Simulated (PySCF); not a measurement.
## C5H12O: calculation against experiment

**What was measured.**

From NIST CCCBDB Release 22 (SRD 101), experimental polarizabilities, for the gas: mean polarisability 10.68 Å³.

The runs below try to reproduce these values; the comparison stands at the end.

C₅H₁₂O.
Numbering: `[CH3:1][CH2:2][CH2:3][O:4][CH2:5][CH3:6]` (hydrogens: H7, H8, H9 on C1; H10, H11 on C2; H12, H13 on C3; H14, H15 on C5; H16, H17, H18 on C6)

Cartesian coordinates in Å at the GFN2-xTB level; atoms count from 1:
```xyz
18
C5H12O angstrom
C     -2.9749   -0.3876   -0.2446
C     -1.7325    0.4100    0.1276
C     -0.4569   -0.3697   -0.1686
O      0.6533    0.4163    0.1921
C      1.8857   -0.2217   -0.0479
C      3.0137    0.7026    0.3794
H     -2.9726   -0.6260   -1.3060
H     -3.8720    0.1843   -0.0222
H     -3.0134   -1.3199    0.3147
H     -1.7472    0.6582    1.1897
H     -1.7031    1.3460   -0.4319
H     -0.4075   -0.6243   -1.2409
H     -0.4492   -1.3165    0.3975
H      1.9326   -1.1680    0.5163
H      1.9767   -0.4661   -1.1192
H      2.9634    1.6310   -0.1820
H      3.9721    0.2246    0.1975
H      2.9229    0.9332    1.4368
```

Runs made with PySCF (gas phase, on this GFN2-xTB geometry; no spin–orbit coupling):

```
              level                                                                job  basis functions  wall time
CAM-B3LYP/def2-SVPD  8 singlets by full TDDFT, 3 Tamm–Dancoff triplets, polarisability              219       35 s
```

Hardware: an x86-64 server with one thread, no GPU, shared host.

**Comparison with experiment**

**Mean polarisability.** Measured: 10.68 Å³ (NIST CCCBDB Release 22 (SRD 101), experimental polarizabilities).

```json
{"level": "CAM-B3LYP/def2-SVPD", "computed (Å³)": "10.21", "computed − measured (Å³)": "-0.47", "% (from the printed values)": "-4"}
```

The computed values are static and purely electronic, with core orbitals frozen in the response (1 au = 0.148185 Å³). The table of measured values doesn't say here whether a value is static or optical, or holds a vibrational part. The measurement averages over conformers, the calculation has one.

No measured geometry was used, and the causes of the misses weren't examined.
